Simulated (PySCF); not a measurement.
## Broadened absorption spectrum of disulfur monoxide

Disulfur monoxide, S₂O.
SMILES with atom numbers: `[O:1]=[S:2]=[S:3]`

Theory: PySCF 2.14.0, density-fitted response routines, TDDFT CAM-B3LYP/def2-SVPD, vertical, gas phase, core orbitals frozen in the response. Geometry: GFN2-xTB; no solvent, vibrations or thermal averaging.

Each state is given a Gaussian of 0.5 eV full width at half maximum, with ε(max) = 2.175×10⁸ f / Δν̃ (Δν̃ the width in cm⁻¹). The width is an assumption, not a result. The curve ends short of the highest state used, and states not computed would add to its high-energy end.

E (eV), ε (L mol⁻¹ cm⁻¹) and a bar:
```
     1.51          0 
     1.61          0 
     1.70          0 
     1.80          0 
     1.90          0 
     1.99          1 
     2.09          1 
     2.19          2 
     2.28          2 
     2.38          2 
     2.48          2 
     2.57          2 
     2.67          4 
     2.77          5 
     2.86          6 
     2.96          6 
     3.06          5 
     3.15          3 
     3.25          2 
     3.35          1 
     3.44          3 
     3.54         15 
     3.64         65 
     3.73        204 #
     3.83        583 ####
     3.93       1335 #########
     4.02       2330 #################
     4.12       3504 #########################
     4.22       4221 ##############################
     4.31       4128 #############################
     4.41       3262 #######################
     4.51       2065 ###############
     4.60       1132 ########
     4.70        470 ###
     4.80        156 #
     4.89         48 
     4.99         10 
     5.09          2 
     5.18          0 
     5.28          0 
     5.38          0 
     5.47          0 
     5.57          0 
     5.67          0 
     5.76          1 
     5.86          5 
     5.96         15 
     6.05         36 
     6.15         77 #
     6.25        130 #
     6.34        173 #
     6.44        195 #
     6.54        185 #
     6.63        171 #
     6.73        196 #
     6.83        309 ##
```

Question: Where are the band maxima, and which computed states make them?

Answer: 426 nm (2.91 eV), ε about 6.5, made up of S2 (100%); 292 nm (4.25 eV), ε about 4300, made up of S3 (100%); 192 nm (6.45 eV), ε about 200, made up of S4 (98%) (ε in L mol⁻¹ cm⁻¹; maxima over ε = 5, shares over 10%). At its high-energy end, 6.83 eV, the curve is still rising (ε about 310, from S4 and S6). The states used: S1 2.26 eV (f 0.0000); S2 2.91 eV (f 0.0001); S3 4.25 eV (f 0.079); S4 6.44 eV (f 0.0036); S5 7.01 eV (f 0.0002); S6 7.15 eV (f 0.015); S7 7.20 eV (f 0.0006); S8 7.43 eV (f 0.0004).

Question: Does any computed singlet lie in the visible range?

Answer: 2 computed singlets (S1 to S2) lie in the visible range (380 to 750 nm), S2 for one at 426 nm, dark in the vertical dipole picture (f under 0.0005); light of that wavelength is violet, and its complementary colour is yellow-green; a Tamm–Dancoff triplet lies at 703 nm, without intensity as long as spin–orbit coupling is left out.

Question: On this curve, what absorbance would a 10⁻⁴ mol/L sample give at 193 nm over a 1 cm path?

Answer: 193 nm is 6.424 eV, where ε is about 190 L mol⁻¹ cm⁻¹, so A = ε c l ≈ 0.019 (Beer–Lambert, with the gas-phase spectrum and the assumed width).

Question: What would ε be at 4.25 eV, the highest of these maxima, with half the width (0.25 eV)?

Answer: About 8540 L mol⁻¹ cm⁻¹ against 4270, a factor of about 2.00; a lone state at its own centre would give exactly 2.
